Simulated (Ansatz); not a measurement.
C₂H₃NO, SMILES CC([N])=O, vertical spin-state energies

Computed with the Ansatz DFT code, driven from Python.

Notebook, run cell by cell (the value of a cell's last expression is shown):

In [1]:
```python
from dataclasses import dataclass
import warnings

import ansatz as az
```

In [2]:
```python
@dataclass
class Options:
    basis_set: str = 'pcseg-2'
    functional: str = 'hf'
```

In [3]:
```python
opts = Options()
```

In [4]:
```python
warnings.simplefilter('ignore', az.DeckWarning)
```

In [5]:
```python
geometry_ang = [
    ('C', [-0.6574, -0.1294, -0.0005]),
    ('C', [0.7974, 0.1998, -0.0253]),
    ('N', [1.7639, -0.821, 0.1978]),
    ('O', [1.1732, 1.3897, -0.1913]),
    ('H', [-1.0409, -0.0316, 1.0363]),
    ('H', [-0.8183, -1.17, -0.3525]),
    ('H', [-1.2179, 0.5625, -0.6643]),
]
system = az.Crystal.molecule()
for symbol, xyz in geometry_ang:
    system = system.atom(symbol, xyz)
```

In [6]:
```python
model = system.calculation().basis(gaussian=opts.basis_set).functional(opts.functional)
found = {}
for unpaired in [0, 2, 4]:
    r = model.spin('collinear', total=unpaired).run(threads=1, backend='cpu').report
    s = unpaired / 2
    found[unpaired] = r['free_energy_ev']
    print(f'2S+1 = {unpaired + 1}: E = {found[unpaired]:.5f} eV, <S^2> = {abs(r["mean_field"]["state"]["spin_squared"]):.3f} (pure state {s * (s + 1):.2f})')
lowest = min(found, key=found.get)
for unpaired, e in found.items():
    print(f'multiplicity {unpaired + 1}: {96.485332 * (e - found[lowest]):.1f} kJ/mol above the lowest')
```
```text
2S+1 = 1: E = -5626.62909 eV, <S^2> = 1.227 (pure state 0.00)
2S+1 = 3: E = -5627.41248 eV, <S^2> = 2.255 (pure state 2.00)
2S+1 = 5: E = -5623.75614 eV, <S^2> = 6.035 (pure state 6.00)
multiplicity 1: 75.6 kJ/mol above the lowest
multiplicity 3: 0.0 kJ/mol above the lowest
multiplicity 5: 352.8 kJ/mol above the lowest
```

In order: multiplicity 3 (+0.00 eV), multiplicity 1 (+0.78 eV) and multiplicity 5 (+3.66 eV), all at the one geometry.

What to keep in mind:
- Total energies depend on the basis set; only differences at equal settings carry meaning.
- The geometry is a force-field or estimated start, not a minimum of this method, and the basis set is short of its limit. All parts are taken at fixed geometry, without zero-point energy.
- The species is open-shell (spin multiplicity 3).
- The expectation value of S² is noticeably off S(S+1) in at least one run, so that state is spin-contaminated.
- Hartree-Fock leaves correlation out, so it favours high-spin states too much.
- It ran for 46 s on 1 thread of AMD EPYC 7R43 64-Core Processor (Zen 3), with other jobs on the host, peak memory 0.44 GiB.

(Lines on the test bed's own set-up are left out of the output.)
